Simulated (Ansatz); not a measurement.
# Li₂ (singlet): the correlation ladder, cc-pVDZ

An exercise on one series of results from a longer session: the logs are not shown, and one member is left open.

Computed with Ansatz 0.2.0, Gaussian basis. Level: cc-pVDZ, core rule «outside noble gas», up to 2 orbitals frozen.

To be run: UHF; CCSD(T) on RHF; CCSD(T) on UHF; BCCD(T) on RHF; CASSCF and MRCISD+Q, 2 electrons in 8 orbitals; CASSCF and MRCISD+Q(relaxed), 2 electrons in 8 orbitals; CASSCF and NEVPT2, 2 electrons in 8 orbitals; Full CI.

53 further runs of the same task are left out: 6 for a known fault of the program, 3 that didn't finish, 44 set aside as unsound or not needed.

## The geometry

The geometry is an MP2(full)/6-31G* stationary point (not a proven minimum).

2 atoms, charge 0, spin multiplicity 1.

Atoms are counted from 1 here; the program's logs count them from 0.

No contacts short enough for the rule that draws bonds.

Set-up of the first run:

File in.yaml:

```yaml
crystal:
  periodic: [false, false, false]
  atoms:
    - {symbol: Li, position_ang: [0.000000, 0.000000, 0.000000]}
    - {symbol: Li, position_ang: [0.000000, 0.000000, 2.773060]}
basis:
  gaussian: {orbitals: cc-pVDZ}
magnetization: {spin_polarized: true, initial_magnetization: 0}
hamiltonian: {xc: hf}
output: {orbitals: {seedname: orbitals}}
```

Run with:

```bash
> ansatz run in.yaml --threads 1 --pin off --events-out ev --progress --plain --max-ram 2502MiB
```

Steps of the session up to this table: UHF; CCSD(T) on RHF; CCSD(T) on UHF; BCCD(T) on RHF; CASSCF and MRCISD+Q, 2 electrons in 8 orbitals; CASSCF and MRCISD+Q(relaxed), 2 electrons in 8 orbitals; CASSCF and NEVPT2, 2 electrons in 8 orbitals; Full CI.

One table of the session follows, with a row left open; its other results are not shown here.

It belongs to the step «Misses and costs». 

```
                   method  from FCI (kJ/mol)
                      RHF              +80.4
                      UHF              +77.6
                     RMP2                  ?
                    RCCSD                0.0
                 RCCSD(T)                0.0
                  BCCD(T)                0.0
           CASSCF valence               +0.3
           NEVPT2 valence               +0.1
           MRCISD valence                0.0
         MRCISD+Q valence                0.0
MRCISD+Q(relaxed) valence                0.0
                      FCI                  0
```

Estimate the missing values for RMP2.

**Answer.** from FCI (kJ/mol): +30.4. In the column «from FCI (kJ/mol)» it lies between CASSCF valence (+0.3) and UHF (+77.6).

Not comparable, so not listed: CCSD(T) on UHF (they don't share determinant, frozen orbitals or solution with the rows shown, or repeat one).
